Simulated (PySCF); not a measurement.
# Bond curve of AlSi

Set-up: Al def2-TZVP, Si def2-TZVP; no relativity (PySCF 2.14). Energies in eV from Al + Si in their ground configurations at the same level. State: ⁴Σ⁻ (quartet), unpaired electrons σ ↑, π ↑↑.

All columns are PBE0. A positive dipole means Al(−)Si(+).

```
R (Å)  E (eV)  μ (D)  Mulliken charge on Al (basis-dependent)  HOMO (eV)  LUMO (eV)  Mayer bond order  ⟨S²⟩
2.082  -1.999  -0.92                                     0.11      -5.61      -3.05              1.83  3.75
2.179  -2.362  -1.00                                     0.13      -5.67      -2.93              1.75  3.75
2.276  -2.559  -1.12                                     0.15      -5.71      -2.82              1.67  3.75
2.348  -2.627  -1.22                                     0.17      -5.74      -2.76              1.61  3.75
2.421  -2.646  -1.34                                     0.19      -5.76      -2.77              1.55  3.75
2.494  -2.626  -1.48                                     0.20      -5.75      -2.77              1.50  3.75
2.591  -2.557  -1.69                                     0.22      -5.62      -2.76              1.43  3.75
2.712  -2.424  -1.99                                     0.23      -5.47      -2.73              1.35  3.75
2.857  -2.226  -2.39                                     0.24      -5.30      -2.69              1.27  3.75
3.050  -1.935  -2.93                                     0.25      -5.11      -2.64              1.19  3.75
```

A fit through these points gives, at Re = 2.416 Å, μ = -1.33 D and dμ/dR = -1.79 D/Å; the reduced mass is 13.74 u.

Q: How strong is the fundamental in the double-harmonic approximation, I = 42.26·(dμ/dR)²/μred km/mol?

A: I = 42.26·(-1.79)²/13.74 = 9.85 km/mol at PBE0.

The state was picked by a PBE0 search and need not be the measured ground state.
